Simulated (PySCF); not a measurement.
Dissociation curve of CH, doublet.

Computed with: UKS-PBE0 = unrestricted PBE0/cc-pVTZ run with PySCF; UHF/cc-pVTZ (PySCF); ROHF/cc-pVTZ (PySCF).

Magnitude of the dipole moment (D; its direction can reverse along the curve, and a method can change to another solution) and Mulliken charge of the fragment that holds C1:

```
R / Å  μ UKS-PBE0  q UKS-PBE0  μ UHF  q UHF  μ ROHF  q ROHF
-----  ----------  ----------  -----  -----  ------  ------
0.89         1.67       -0.21   1.58  -0.25    1.93   -0.25
0.95         1.62       -0.18   1.55  -0.21    1.86   -0.21
1.01         1.57       -0.15   1.50  -0.18    1.78   -0.17
1.05         1.52       -0.13   1.47  -0.15    1.72   -0.15
1.09         1.47       -0.11   1.43  -0.13    1.65   -0.13
1.13         1.42       -0.10   1.38  -0.12    1.58   -0.11
1.15         1.39       -0.09   1.36  -0.11    1.55   -0.10
1.20         1.31       -0.08   1.29  -0.09    1.45   -0.08
1.24         1.24       -0.07   1.23  -0.08    1.36   -0.07
1.29         1.15       -0.06   1.15  -0.07    1.25   -0.06
1.38         0.97       -0.04   0.98  -0.05    1.04   -0.04
1.53         0.64       -0.02   0.65  -0.02    0.65   -0.01
```

The scan ran from 0.89 to 4.54 Å; beyond the distances shown one of the unrestricted levels run for this scan, shown here or not, changes its spin distribution in one step. The unrestricted determinant behind UKS-PBE0 is spin-contaminated at 0.89 to 1.20 Å (<S²> up to 1.0, against 0.75 for a pure doublet). The unrestricted determinant behind UHF is spin-contaminated at 0.89 to 1.53 Å (<S²> up to 1.2, against 0.75 for a pure doublet).
